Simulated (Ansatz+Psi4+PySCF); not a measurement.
Two shapes of doublet B₂N.

Shape 1:

```xyz
3

B     0.0000    0.0000   -1.3280
N     0.0000    0.0000    0.0000
B     0.0000    0.0000    1.3120
```

Shape 2:

```xyz
3

B     0.0000    0.0000   -1.3360
N     0.0000    0.0000    0.0000
B     0.0000    0.0000    1.3040
```

Basis set: cc-pVTZ (spherical functions). Correlated methods keep 3 orbitals frozen. Correlation on ROHF uses semicanonical orbitals with singles. Charge 0, multiplicity 2.

Computed with Ansatz (development build ahead of 0.2.0); each method stands on the lowest determinant of its kind that the runs found.

Q: Which shape is lower in energy, and by how much in each method?

A:

```
      method  E(2) − E(1) (eV)
         UHF            -0.047
    ROHF-MP2            -0.036
     UHF-MP2            -0.030
ROHF-CCSD(T)            -0.021
 UHF-CCSD(T)            -0.023
```

Shape 2 is lower. Caution for UHF, UHF-MP2, UHF-CCSD(T): the determinant breaks the point group. Caution for ROHF-MP2, UHF-MP2, ROHF-CCSD(T), UHF-CCSD(T): large amplitudes, a single reference is doubtful; another reference gives a lower total. Caution for ROHF-MP2, ROHF-CCSD(T): the determinant may break the point group.
